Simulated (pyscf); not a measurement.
This saddle point was located with ωB97X-D3(BJ)/def2-SVP in PySCF.

```xyz
10

O     -0.9744    -1.5962     1.1697
B     -1.5044    -0.5274     0.5004
F     -1.3538    -0.6236    -1.0335
F     -2.7640    -0.1590     0.7926
H     -0.1138    -1.8837     0.8520
Si    -0.4041     1.0347    -1.0516
H     -0.7363     0.5809     0.5640
H     -0.9381     1.1841    -2.4335
H     -0.4805     2.4144    -0.4841
H      0.9907     0.5322    -1.0369
```
Charge 0, spin multiplicity 1.

Surface: singlet, charge 0. Lowest wavenumbers (cm⁻¹): 390i, 66, 188, 279, 317.

**Question.** What reaction is this the transition state of?

**Answer.** HO–B(F)–F + SiH₄ ⇌ HO–BH–F + F–SiH₃, a four-centre exchange read from left to right: B–F, H–Si broken and B–H, F–Si formed. At ωB97M-D3(BJ)/def2-TZVP it lies +1.36 eV from the left side and +1.22 eV from the right (each side as separated species at their lowest minima found). The same reactants have a lower exit, to HO–SiH₃ + F–BH–F (barrier +1.05 eV at ωB97M-D3(BJ)/def2-TZVP, against +1.36 eV here). This is the saddle that the search found; another between the same sides may lie lower.
